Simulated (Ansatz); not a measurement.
Two isomers of C3H5NO: A = `N/C=C/C=O`, B = `N/C=C1/CO1`.

Program: Ansatz. Geometries: PBE0-D4/def2-TZVP. ΔE: electronic, gas phase. CBS: MP2 limit from def2 TZ/QZ plus the TZ coupled-cluster correction, frozen cores. Double bonds are as drawn, so ΔE can hold a change between cis and trans. Functionals use def2-TZVPP. One conformer a species, not always the lowest.

A:

Z-matrix (Å, degrees):
```
N
C 1 1.346
H 1 1.004 2 121.0
H 1 1.001 2 121.2 3 178.2
C 2 1.350 1 127.1 3 0.8
H 2 1.088 1 114.4 3 -179.3
C 5 1.440 2 119.2 1 179.8
H 5 1.085 2 122.3 1 -0.2
O 7 1.211 5 125.8 2 180.0
H 7 1.116 5 114.0 2 -0.0
```

B:

Z-matrix (Å, degrees):
```
C
O 1 1.460
C 1 1.424 2 56.6
H 1 1.087 2 114.2 3 -111.5
H 1 1.087 2 114.2 3 111.7
C 3 1.317 1 158.7 2 174.2
N 6 1.401 3 124.9 1 -169.3
H 6 1.083 3 118.5 1 5.9
H 7 1.010 6 113.0 3 -138.6
H 7 1.010 6 112.9 3 -13.1
```

(1) Which isomer does CCSD(T)/CBS put lower? Give the gap. (Best estimate.)

(2) Give E(B) − E(A) in kJ/mol with BLYP-D4, CCSD(T)/def2-TZVPP, PBE-D4, MP2/def2-TZVPP, CCSD/def2-TZVPP, r2SCAN-D4, PBE0-D4. (An estimate is asked.)

(3) Does the order hold for the free energy at 298.15 K (harmonic terms from PBE0-D4)? (An estimate is asked.)

Largest T1 diagnostic: 0.016.

Results:

(1) Computed: A, by 169.1 kJ/mol.

(2) The calculation gave: BLYP-D4 187.3, CCSD(T)/def2-TZVPP 170.0, PBE-D4 169.6, MP2/def2-TZVPP 171.6, CCSD/def2-TZVPP 169.7, r2SCAN-D4 177.3, PBE0-D4 168.0. None reverses the order clearly.

(3) Ansatz gave: Yes: G(B) − G(A) = +176.1 kJ/mol, for one conformer each. Modes under 60 cm⁻¹, often nearly free rotors, make the harmonic entropy too high.

From r2SCAN to r2SCAN0 (25 % exact exchange), in def2-TZVPP and without D4, E(B) − E(A) moves by −3.4 kJ/mol. Leaving LDA and LC-ωPBE aside and taking each functional with its dispersion term where it has one, the values, not all of them listed here, spread over 23.0 kJ/mol, from ωB97X-V to BLYP-D4. LDA lies −7.1 kJ/mol from PBE without D4.
